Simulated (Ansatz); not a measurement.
Results of PBE in Ansatz (PAW) for CsCl-type TlCl.

Run with plane-wave cutoff 500 eV, 8×8×8 k mesh, gaussian smearing 0.02 eV, scalar-relativistic PAW data made under PBE.

Cell (relaxed at this level):

```cif
data_ClTl
_chemical_formula_sum 'Tl1 Cl1'
_space_group_name_H-M_alt 'Pm-3m'
_space_group_IT_number 221
_space_group_name_Hall '-P 4 2 3'
_cell_length_a 3.89954
_cell_length_b 3.89954
_cell_length_c 3.89954
_cell_angle_alpha 90.000
_cell_angle_beta 90.000
_cell_angle_gamma 90.000
loop_
_atom_site_label
_atom_site_type_symbol
_atom_site_symmetry_multiplicity
_atom_site_Wyckoff_symbol
_atom_site_fract_x
_atom_site_fract_y
_atom_site_fract_z
_atom_site_occupancy
Tl1 Tl 1 a 0.00000 0.00000 0.00000 1
Cl1 Cl 1 b 0.50000 0.50000 0.50000 1
```

Estimate the band gap that the calculation returns.


- band gap = 2.20 eV (on the SCF k mesh)

Spin–orbit coupling is not included; with these elements it can move the gap by several tenths of an eV or more.

The computed numbers hold no vibrational or temperature effects.

Ansatz is a quantum-chemistry and plane-wave program.
